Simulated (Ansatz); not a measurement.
**CH5AlS: a nudged elastic band, and a look at its input**

A nudged elastic band is wanted. The input is run as typed. The step meant is a 1,2-elimination at charge 0 and multiplicity 1, which changes C2–H4, Al1–C2, S3–H4.

The runs use Ansatz 0.2.0, Gaussian basis; PBE0-D4/def2-SVP.

## Step 1: The structure

```
Al   -0.88370    0.20827    0.27593
C     1.04246    0.03000    0.48799
S    -1.87571   -0.30117   -1.60661
H    -0.73659   -0.65785   -2.22410
H    -1.85312    0.72084    1.41712
H     1.54221   -0.33820   -0.41049
H     1.48919    0.99431    0.75137
H     1.27537   -0.65620    1.30879
```

## Step 2: The run

run/in.yaml

```yaml
crystal:
  periodic: [false, false, false]
  atoms:
    - {symbol: Al, position_ang: [-0.883703, 0.208265, 0.275929]}
    - {symbol: C, position_ang: [1.042460, 0.030002, 0.487993]}
    - {symbol: S, position_ang: [-1.875712, -0.301172, -1.606614]}
    - {symbol: H, position_ang: [-0.736590, -0.657852, -2.224099]}
    - {symbol: H, position_ang: [-1.853124, 0.720837, 1.417117]}
    - {symbol: H, position_ang: [1.542212, -0.338195, -0.410490]}
    - {symbol: H, position_ang: [1.489192, 0.994314, 0.751369]}
    - {symbol: H, position_ang: [1.275365, -0.656199, 1.308795]}
basis:
  gaussian: {orbitals: def2-SVP}
hamiltonian: {xc: pbe0, dispersion: d4}
neb:
  images: 0
  climbing: true
  max_iterations: 30
  initial_path: idpp
  final_atoms:
    - {symbol: Al, position_ang: [-1.920874, 0.263928, 0.042143]}
    - {symbol: C, position_ang: [1.200201, -0.138713, 0.051138]}
    - {symbol: S, position_ang: [-2.534599, -0.274249, -1.785761]}
    - {symbol: H, position_ang: [0.548592, -0.343701, -0.803854]}
    - {symbol: H, position_ang: [-1.588876, 0.715963, 1.506927]}
    - {symbol: H, position_ang: [2.222647, -0.372513, -0.245426]}
    - {symbol: H, position_ang: [1.145814, 0.913638, 0.332910]}
    - {symbol: H, position_ang: [0.927194, -0.764353, 0.901926]}
```

Command:

```console
$ ansatz run in.yaml --threads 2 --pin off --events-out ev --progress --plain --max-ram 4352MiB
```

What does the calculation give? Wanted: this run.

**Answer**, as computed:

| quantity | value |
| --- | --- |
| this run | refused |
| fault | no images |

A band needs at least one image.
